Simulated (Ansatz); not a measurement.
Reaction (SMILES): O=C (CH2-O) → CH2O+ (doublet, bonded as C=O) + e-
B3LYP-D3(BJ)/def2-TZVP geometries, fixed; electronic energies without zero-point terms.
Largest species:
```xyz
4

O     -0.0009    -0.0102     0.6728
C      0.0007     0.0079    -0.5259
H     -0.0027     0.9554    -1.0993
H      0.0057    -0.9218    -1.1276
```

The adiabatic ionisation energy at CCSD(T) with Ansatz (a program for electronic structure), in eV, split into its Hartree-Fock and correlation parts. Cores are frozen. Open shells are unrestricted. No added dispersion term, no relativity. Functions are those of the species that has most.

```
basis    X  functions  Hartree-Fock  CCSD(T)
-------  -  ---------  ------------  -------
cc-pVDZ  2         38         9.349   10.434
cc-pVTZ  3         88         9.421   10.794
cc-pVQZ  4        170         9.442   10.910
```

Worked estimate of the basis-set limit from each neighbouring pair, with Hartree-Fock from the larger set and the correlation part extrapolated as X^-3.
Correlation parts: X = 2: 1.085, X = 3: 1.373, X = 4: 1.468.
- (2,3): (27·(1.373) - 8·(1.085))/19 = 1.494; with Hartree-Fock 9.421 the estimate is 10.915 eV.
- (3,4): (64·(1.468) - 27·(1.373))/37 = 1.537; with Hartree-Fock 9.442 the estimate is 10.979 eV.
The last two estimates differ by 0.064 eV; the largest set lies 0.069 from the last. Over the last step Hartree-Fock moves by 0.021 and the correlation part by 0.095.
